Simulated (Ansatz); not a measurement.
## Abstraction of F: C4H5F + CClF2 → C4H5 + CClF3

Gas-phase species: C4H5F `CC#CCF`, singlet; CClF2 `F[C](F)Cl`, doublet; C4H5 (but-2-yn-1-yl radical) `[CH2]C#CC`, doublet; CClF3 `FC(F)(F)Cl`, singlet. A radical takes F: the energy is the difference in strength between two C–F bonds in different surroundings.

Shapes, held fixed at every level: PBE0-D4/def2-TZVP. Programs: Ansatz 0.2.0. Electronic energies: no zero-point or thermal term.

**Question.** Estimate ΔE of this reaction.

**Answer.** B2PLYP/def2-TZVPP gives ΔE = -91.4 kJ/mol; the levels span -114.8 to -91.4. The median of the levels is -103.2. No measured value is set beside it here. Spin contamination: C4H5 (⟨S²⟩ up to 0.94). Open shells run unrestricted. B2PLYP/def2-TZVPP lies outside the range of the other correlated levels here, so it shouldn't be taken on trust.

```csv
level,kind,ΔE (kJ/mol)
HF/def2-SVP,Hartree–Fock,-114.8
HF/def2-TZVPP,Hartree–Fock,-104.5
SPW92/def2-TZVPP,LDA,-110.9
PBE-D4/def2-TZVPP,GGA,-97.4
PBE0-D4/def2-TZVPP,global hybrid,-100.9
wB97M-V/def2-TZVPP,range-separated hybrid,-103.2
B2PLYP/def2-TZVPP,double hybrid,-91.4
```
